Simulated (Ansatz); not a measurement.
Si3⁺: single points at one geometry.

```yaml
crystal:
  periodic: [false, false, false]
  atoms:
    - {symbol: Si, position_ang: [1.171245, -0.330356, 0.554002]}
    - {symbol: Si, position_ang: [-0.479474, -0.712748, -1.024378]}
    - {symbol: Si, position_ang: [-0.691772, 1.043104, 0.470376]}
basis:
  gaussian: {orbitals: def2-TZVPP, initial_orbitals: start.molden}
total_charge: 1
magnetization: {spin_polarized: true, initial_magnetization: 3}
correlation: {method: ccsd_t}
scf: {omitted_lower_state_checks: [starts, cluster_reference]}
output: {orbitals: {seedname: orbitals}}
```

The file start.molden holds the orbitals of an earlier run on this structure, at another level or in another basis.

```sh
$ ansatz run in.yaml --threads 4 --pin off --events-out ev --progress --plain --max-ram 3916MiB
```

Shortened log:

```
Functional definition: HF
755 factors; integrals over basis functions are off by at most 7.4e-4 eV
mean field evaluation 1: about -23575.9805 eV, gradient 2.0e1 eV
mean field evaluation 2: about -23576.4884 eV, gradient 7.3e-1 eV
mean field evaluation 4: about -23576.9755 eV, gradient 2.5e-2 eV
mean field evaluation 8: about -23576.9764 eV, gradient 3.0e-6 eV
mean field -23576.97636220 eV, -866.4379002625 hartree, gradient 3.5e-6 eV, S^2 3.803703; 0 other end points of the search recorded, 0 dependent functions left out
15 core orbitals not correlated: weight in the atoms' cores, before any rotation towards them, 1.000 or more for the frozen orbitals, at most 0.000 for the correlated occupied ones
reference -23576.97636220 eV, -866.4379002625 hartree; 7, 4 occupied and 104, 107 virtual orbitals, 755 factors
second order -6.96192886 eV of doubles, -0.00000000 eV of singles
cycle   1  -7.23036214 eV  change   -2.7e-1 eV  update   9.9e-2
cycle   2  -7.53148586 eV  change   -3.0e-1 eV  update   3.6e-2
cycle   3  -7.60767258 eV  change   -7.6e-2 eV  update   1.8e-2
cycle   4  -7.61092851 eV  change   -3.3e-3 eV  update   6.0e-3
cycle   5  -7.61213421 eV  change   -1.2e-3 eV  update   2.1e-3
cycle   6  -7.61195026 eV  change    1.8e-4 eV  update   8.1e-4
cycle   7  -7.61225022 eV  change   -3.0e-4 eV  update   2.9e-4
cycle   8  -7.61228193 eV  change   -3.2e-5 eV  update   9.3e-5
cycle   9  -7.61226865 eV  change    1.3e-5 eV  update   4.0e-5
cycle  10  -7.61227973 eV  change   -1.1e-5 eV  update   1.4e-5
cycle  11  -7.61228410 eV  change   -4.4e-6 eV  update   5.7e-6
perturbative correction -0.64948362 eV, -0.0238680826 hartree
Total energy: -23585.23812992 eV, -866.7415146259 hartree
Checks for a lower state left out: starts, cluster_reference
```

Run time 3.2 s (4 threads of Arm Neoverse V1 on a shared host), peak host memory 0.71 GiB.

The first input with `gaussian: {orbitals: def2-TZVP, initial_orbitals: start.molden}`, `hamiltonian: {xc: r2scan, dispersion: d4}`, `scf: {omitted_lower_state_checks: [starts]}` and without the key `correlation` (abridged; 2.7 s):

```
Functional definition: r2SCAN
mean field -23619.70306580 eV, -868.0080776584 hartree, gradient 2.3e-5 eV, S^2 3.768722
Total energy: -23619.72612521 eV, -868.0089250762 hartree
Checks for a lower state left out: starts
```

The first input with `gaussian: {orbitals: def2-TZVP, initial_orbitals: start.molden}`, `hamiltonian: {xc: {name: wB97M-V}}`, `scf: {omitted_lower_state_checks: [starts]}` and without the key `correlation` (abridged; 11 s):

```
Functional definition: wB97M-V
mean field -23620.23293189 eV, -868.0275498779 hartree, gradient 1.0e-5 eV, S^2 3.760989
Total energy: -23620.23296789 eV, -868.0275512011 hartree
Checks for a lower state left out: starts
```

First input, but with `gaussian: {orbitals: def2-TZVP, initial_orbitals: start.molden}`, `hamiltonian: {xc: {name: r2SCAN0}, dispersion: d4}`, `scf: {omitted_lower_state_checks: [starts]}` and without the key `correlation` (abridged; 3.1 s):

```
Functional definition: r2SCAN0
mean field -23619.24719924 eV, -867.9913248712 hartree, gradient 1.2e-5 eV, S^2 3.774050
Total energy: -23619.27775135 eV, -867.9924476407 hartree
Checks for a lower state left out: starts
```

First input, but with `gaussian: {orbitals: 6-31G}`, `hamiltonian: {xc: hf}`, `scf: {omitted_lower_state_checks: [starts]}` and without the key `correlation` (abridged; 0.15 s):

```
Functional definition: HF
mean field -23573.08944343 eV, -866.2950586323 hartree, gradient 1.2e-5 eV, S^2 3.801049
Total energy: -23573.08944343 eV, -866.2950586323 hartree
Checks for a lower state left out: starts
```

The first input with `gaussian: {orbitals: def2-TZVP, initial_orbitals: start.molden}`, `hamiltonian: {xc: pbe}`, `correlation: {method: rpa}`, `scf: {omitted_lower_state_checks: [starts]}` and without the key `output` (abridged; 1.4 s):

```
Functional definition: PBE
mean field -23610.19769240 eV, -867.6587616288 hartree, gradient 5.3e-6 eV, S^2 3.758859
15 core orbitals not correlated: weight in the atoms' cores, before any rotation towards them, 1.000 or more for the frozen orbitals, at most 0.000 for the correlated occupied ones
Total energy: -23588.90097374 eV, -866.8761216536 hartree
Checks for a lower state left out: starts
```

Geometry: B3LYP-D4/def2-TZVP.

Correlated methods freeze 15 core orbitals. The order of the spin states hangs on the level: the doublet lies 0.19 eV below the quartet at ωB97M-V/def2-TZVP, but 0.29 eV above it at HF/6-31G. The doublet is doubtful at HF/6-31G (⟨S²⟩ 1.85, where a pure state has 0.75). The structure comes from a short search, and lower isomers may exist.
